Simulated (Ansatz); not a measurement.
Process, species as SMILES: ClC=C + 3 [H][H] (H2) → 2 C (CH4) + Cl (HCl)
B3LYP-D3(BJ)/def2-TZVP geometries, fixed; electronic energies without zero-point terms.

Basis-set convergence of the energy of full hydrogenation at HF with Ansatz (a program for electronic structure). Cartesian d functions, on some or all atoms, in 6-31G*, 6-311+G**; all else is spherical. No added dispersion term, no relativity. Functions are those of the species that has most. Reference: the value in aug-pcseg-3, -83.19 kcal/mol, itself unsure by roughly 0.06 kcal/mol (its mean distance from aug-cc-pV(Q+d)Z, def2-QZVPPD, pcseg-3). Deviations are taken from unrounded values.

```
basis            functions  energy of full hydrogenation (kcal/mol)  minus reference (kcal/mol)
---------------  ---------  ---------------------------------------  --------------------------
STO-3G                  22                                  -101.51                      -18.32
6-31G                   37                                   -86.53                       -3.34
def2-SV(P)              52                                   -81.23                        1.97
6-31G*                  55                                   -85.65                       -2.46
def2-SVP                61                                   -89.05                       -5.85
def2-SVPD               91                                   -89.19                       -6.00
6-311+G**               93                                   -84.46                       -1.27
aug-pcseg-1            100                                   -86.94                       -3.74
pcseg-2                136                                   -83.85                       -0.66
jun-cc-pV(T+d)Z        168                                   -83.60                       -0.41
def2-TZVPPD            176                                   -83.42                       -0.23
def2-QZVPP             274                                   -83.14                        0.05
aug-pcseg-3            406                                   -83.19                        0.00
```
